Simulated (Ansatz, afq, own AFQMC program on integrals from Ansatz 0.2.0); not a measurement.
Integrals from Ansatz 0.2.0, then the random walk in our own AFQMC program (afq).

```yaml
crystal:
  periodic: [false, false, false]
  atoms:
    - {symbol: C, position_ang: [0.000000, 0.000000, 0.000000]}
    - {symbol: Se, position_ang: [0.000000, 0.000000, 1.624400]}
basis:
  gaussian: {orbitals: cc-pVDZ}
total_charge: 1
magnetization: {spin_polarized: false, initial_magnetization: 1}
correlation: {method: ccsd_t, electrons: outside_noble_gas, hamiltonian_folder: ham}
```

```sh
$ ansatz run in.yaml --threads 1 --pin off --events-out ev --progress --plain --max-ram 1843MiB
```

Options of the walk:

```
--method phaseless --trial cisd --walkers 70 --populations 1 --least-time 40 --time-step 0.005 --steps-per-block 50 --equilibration-blocks 28 --max-blocks 300 --target-error 0.00036 --factor-cut 1e-05 --start spin_pure --seed 4411 --release-times 0.24,0.51,0.99,1.62,2.4 --release-step 0.03 --release-every 4 --taylor-order 6
```

Times are imaginary, in 1/Eh. The walk had a cap of 509 s. Filled inner d shells are frozen with the cores.

Output of the walk:

```
orbitals 26  electrons 5 4  factors 194 of 463
reference energy -2437.21103638 Eh
CCSD correlation -0.24042699 Eh in 15 cycles, weight of the determinant in the CISD state 0.8333
energy of the start -2437.451463 Eh
 block  time / (1/Eh)  mean weight  energy / Eh
     1     0.250  1.0006  -2437.449139
     2     0.500  0.9991  -2437.450121
     3     0.750  1.0003  -2437.450165
     4     1.000  0.9998  -2437.451864
     5     1.250  0.9999  -2437.456383
     9     2.250  1.0011  -2437.462174
    33     8.250  0.9997  -2437.458320
    65    16.250  1.0002  -2437.485334
    97    24.250  1.0020  -2437.506121
   113    28.250  1.0006  -2437.528092
   129    32.250  1.0019  -2437.472467
   137    34.250  1.0002  -2437.448312
   161    40.250  1.0005  -2437.464507
   193    48.250  1.0007  -2437.468449
   225    56.250  1.0002  -2437.468887
   257    64.250  1.0012  -2437.462238
   289    72.250  0.9990  -2437.467819
   321    80.250  0.9991  -2437.473220
blocks merged  error / Eh  count
     1  0.000802  300
     2  0.001005  150
     4  0.001279  75
     8  0.001581  37
    16  0.001746  18
    32  0.001427  9
released: time / (1/Eh)  energy / Eh  error  mean overlap
  0.24  -2437.468128  0.001245  1.0023
  0.51  -2437.468826  0.001047  0.9962
  0.99  -2437.467588  0.000785  1.0080
  1.62  -2437.467501  0.000783  1.0192
  2.40  -2437.467637  0.001282  1.0242
energy -2437.468803 +/- 0.001746 Eh
(rows thinned)
```

The run failed at least one of its tests; the cautions name the faults.

Against this walk (error 47.5 meV) on the same determinant: CCSD(T) 60.0 meV higher (within the noise), CCSDT(Q) 10.5 meV lower (within the noise). The error is statistical and leaves out the bias of the constraint. None of these is a sure reference here. Released to 2.40 1/Eh the energy moves by 32 ± 59 meV (both errors), within twice the noise.

Cautions: constraint bias not in the error; error above the target (47.5 against 9.8 meV); no relativity below Rb; no spin-orbit coupling; inner d shell frozen; a spin-contaminated unrestricted determinant lies lower (UHF 978 meV lower, ⟨S²⟩ 1.69); raised T1 diagnostic (T1 0.043, weight of the determinant 0.83, largest double 0.14); (T) is large, 6 % of the CCSD correlation; the bias of populations of 70 walkers isn't removed.

The walk took 2.7 min on 1 thread of Arm Neoverse V2, on a shared host. The log's last line is the phaseless energy.

CCSDT and higher add their correlation energy to the determinant of the CCSD(T) run, since their own runs factorise the integrals more tightly (a shift of under 2 meV). A walk keeps the symmetry of its determinant, which the program's search chose and which needn't be the lowest solution, so a lower state of the same spin and another symmetry isn't excluded.
